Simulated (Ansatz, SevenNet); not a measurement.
Elastic constant C44 (GPa) of solids drawn from the class of carbides, at two levels: the machine-learned potential SevenNet-0 (trained on PBE and PBE+U data), and PBE (Ansatz, a quantum-chemistry and plane-wave program, PAW).

```json
[
 {"solid": "rock-salt TaC", "SevenNet-0": "87.5", "PBE": "179", "shift (%)": "+105"},
 {"solid": "hexagonal WC", "SevenNet-0": "130", "PBE": "301", "shift (%)": "+132"},
 {"solid": "rock-salt NbC", "SevenNet-0": "96.4", "PBE": "169", "shift (%)": "+75"},
 {"solid": "rock-salt ZrC", "SevenNet-0": "124", "PBE": "153", "shift (%)": "+23"},
 {"solid": "rock-salt HfC", "SevenNet-0": "121", "PBE": "171", "shift (%)": "+41"},
 {"solid": "rock-salt TiC", "SevenNet-0": "133", "PBE": "169", "shift (%)": "+27"},
 {"solid": "antifluorite Be₂C", "SevenNet-0": "122", "PBE": "203", "shift (%)": "+66"}
]
```

The shifts run from +23 % to +132 %, with a median of +66 %.

Over all 7 rows PBE is the larger in 7.

Ansatz's runs of these crystals have no spin polarisation.

Spin–orbit coupling is left out, also for the solids with elements from indium on (rock-salt TaC, hexagonal WC, rock-salt HfC); its size isn't shown.

Each level is taken at its own relaxed cell. Ansatz's density-functional and Hartree–Fock values are scalar-relativistic unless marked +SOC, with PAW data made under PBE.
